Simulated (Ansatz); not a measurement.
Compare A (`C=COCO`) with its isomer B (`CO/C=C/O`).

Calculated with Ansatz (gas phase, PBE0-D4/def2-TZVP geometries, no zero-point term in ΔE). CCSD(T)/CBS adds triple-zeta CCSD(T) − MP2 to the extrapolated MP2 energy (def2 sets, frozen cores). Functionals use def2-TZVPP. B3LYP here is the variant with VWN-RPA as its local correlation; programs differ in this. Each species was taken in one conformer, which may not be the lowest.

Task: Which isomer does CCSD(T)/CBS put lower? Give the gap. (An estimate is asked.)

Result: The calculation gave: A, by 8.2 kcal/mol.

Task: Give E(B) − E(A) in kcal/mol with PBE-D4, B3LYP, CCSD/def2-TZVPP, B3LYP-D4, HF/def2-TZVPP, ωB97M-V, B2PLYP. (Best estimate.)

Result: The calculation gave: PBE-D4 6.7, B3LYP 7.2, CCSD/def2-TZVPP 8.5, B3LYP-D4 7.3, HF/def2-TZVPP 9.5, ωB97M-V 7.9, B2PLYP 7.9. None reverses the order clearly.

Largest T1 diagnostic: 0.012.

In def2-TZVPP, CCSD(T) changes the Hartree–Fock value by −1.1 kcal/mol (the triples alone add −0.1 kcal/mol) and MP2 by −0.9 kcal/mol.
